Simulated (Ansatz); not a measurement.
Program: Ansatz 0.2.0.

A structure relaxed at PBE0-D4/def2-TZVP, charge 0, multiplicity 1:

```csv
atom,x (Å),y (Å),z (Å)
Cl1,0.983,1.437,1.948
C2,0.466,0.471,0.625
C3,-0.899,0.200,0.362
C4,-1.047,-0.587,-0.739
S5,0.455,-0.987,-1.439
C6,1.321,-0.105,-0.266
H7,-1.713,0.575,0.966
H8,-1.964,-0.953,-1.175
H9,2.397,-0.050,-0.283
```

Task: Give its formula and SMILES.

Result: C4H3ClS, `Clc1ccsc1`.

Task: Point group (tolerance 0.08 Å, 0.16 Å for H)?

Result: Cs.

Task: Summarise the bond lengths by kind.

Result: 1 × C–Cl 1.717 Å; 3 × C–C 1.361 to 1.416 Å; 3 × C–H 1.078 to 1.081 Å; 2 × C–S 1.703 to 1.705 Å.
